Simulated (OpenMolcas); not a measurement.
# CH2AlN (SMILES N#[C][AlH2]): entropy by statistical mechanics

A singlet with charge 0, relaxed at PBE0/def2-SVP (OpenMolcas 26.06):

```xyz
5

N     1.3790   -1.3489    1.4168
C     0.7123   -0.6988    0.7213
Al   -0.4051    0.3898   -0.4405
H    -1.6293   -0.3224   -1.1337
H    -0.0070    1.9067   -0.6053
```

Harmonic wavenumbers in cm⁻¹: 223, 224, 550, 551, 616, 768, 1986, 2001, 2331.

Masses in u: N 14.007, C 12.011, Al 26.982, H 1.008. Take T = 298.15 K, p = 1 bar, R = 8.3145 J/(mol K), kT/hc = 207.22 cm⁻¹, rigid rotor and harmonic oscillator.

**Question.** Compute the standard molar entropy.

**Answer.** 
1. Translation (Sackur–Tetrode): S = R[3/2 ln M + 5/2 ln T − 1.1517] with M = 55.016 gives 158.8 J/(mol K).
2. Rotation: principal moments 3.972, 103.895, 107.867 u Å² give A, B, C = 4.2446, 0.1623, 0.1563 cm⁻¹; the symmetry number is σ = 2; q = (√π/σ)√((kT/hc)³/ABC) = 8056; S = R(ln q + 3/2) = 87.3.
3. Vibration: with u = ν̃/207.22, each mode gives R[u/(eᵘ − 1) − ln(1 − e⁻ᵘ)]; the sum is 23.5, most from 223 cm⁻¹ (8.1), 224 cm⁻¹ (8.1), 550 cm⁻¹ (2.3).
4. Spin: R ln 1 = 0.0.
5. Sum: 158.8 + 87.3 + 23.5 + 0.0 = 269.6 J/(mol K).

No measured value is set beside it here. Where a soft mode is a torsion, a harmonic oscillator describes it poorly.
